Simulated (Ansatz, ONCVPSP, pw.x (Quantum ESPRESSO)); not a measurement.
**pw.x on bcc W: one setting changed**

Potential: optimised norm-conserving Vanderbilt (ONCV), ONCVPSP 4.0.1.1 (patched build), LDA (Perdew-Wang 92); core [Kr] 4d10 4f14, reference 5s2 5p6 5d4.5 6s1.5; waves: 5s+6s: rc 1.65 bohr, ncon 3, nbas 7, qcut 6 1/bohr, 2 projectors; 5p: rc 1.95 bohr, ncon 5, nbas 9, qcut 5.9 1/bohr, 1 projector; 5d: rc 2.75 bohr, ncon 4, nbas 9, qcut 5.7 1/bohr, 3 projectors, debl 3.2 Ha; f scattering state at 0.09 Ha: rc 2.95 bohr, ncon 4, nbas 7, qcut 3.4 1/bohr, 2 projectors, debl 1 Ha; local part: polynomial inside 1.25 bohr (lpopt 5, dvloc0 4 Ha); core correction: none.

The reference run (k-mesh 15³, cutoffs 45/180 Ry, Fermi–Dirac 0.01 Ry, mixing_beta 0.4, conv_thr 1e-9, no spin) gives -4.18 GPa at 15.430 Å³/atom, where all-electron LAPW gives -0.34 GPa. This run, with its own iteration cap, changes electron_maxstep to 6, a wrong or extreme entry chosen on purpose.

```
&control
  calculation='scf', prefix='x', pseudo_dir='./', outdir='./tmp', tstress=.true., disk_io='none'
/
&system
  ibrav=0, nat=1, ntyp=1, ecutwfc=45, ecutrho=180, nbnd=15,
  occupations='smearing', smearing='fd', degauss=0.01
/
&electrons
  conv_thr=1e-09, mixing_beta=0.4, electron_maxstep=6
/
ATOMIC_SPECIES
W 1.0 W.UPF
CELL_PARAMETERS angstrom
  -1.56832228 1.56832228 1.56832228
  1.56832228 -1.56832228 1.56832228
  1.56832228 1.56832228 -1.56832228
ATOMIC_POSITIONS crystal
W 0.0000 0.0000 0.0000
K_POINTS automatic
15 15 15 0 0 0
```

```bash
pw.x < W.scf.in > W.scf.out
```

How does the run end?

It does not reach self-consistency within its iteration cap.

```
Message from routine setup:
     using ibrav=0 with symmetry is DISCOURAGED, use correct ibrav instead
     lattice parameter (alat)  =       5.1333  a.u.
     unit-cell volume          =     104.1268 (a.u.)^3
     number of electrons       =        14.00
     number of Kohn-Sham states=           15
     kinetic-energy cutoff     =      45.0000  Ry
     charge density cutoff     =     180.0000  Ry
     scf convergence threshold =      1.0E-09
     Exchange-correlation= SLA  PW   NOGX NOGC
     number of k points=   120  Fermi-Dirac smearing, width (Ry)=  0.0100
     iteration #  1     ecut=    45.00 Ry     beta= 0.40
     total energy              =    -137.34278443 Ry
     estimated scf accuracy    <       0.06185318 Ry
     iteration #  2     ecut=    45.00 Ry     beta= 0.40
     total energy              =    -137.34140910 Ry
     estimated scf accuracy    <       0.01077073 Ry
     iteration #  3     ecut=    45.00 Ry     beta= 0.40
     total energy              =    -137.34256638 Ry
     estimated scf accuracy    <       0.00050332 Ry
     iteration #  4     ecut=    45.00 Ry     beta= 0.40
     total energy              =    -137.34260444 Ry
     estimated scf accuracy    <       0.00001055 Ry
     iteration #  5     ecut=    45.00 Ry     beta= 0.40
     total energy              =    -137.34260596 Ry
     estimated scf accuracy    <       0.00000110 Ry
     iteration #  6     ecut=    45.00 Ry     beta= 0.40
     total energy              =    -137.34260616 Ry
     estimated scf accuracy    <       0.00000012 Ry
     convergence NOT achieved after   6 iterations: stopping
     Message from routine punch:
     Nothing written, as per user request (disk_io='none')
```

The run took about 9 s on one core of a shared host (Intel(R) Xeon(R) Platinum 8488C, 96 threads, 744 GiB, load 50).
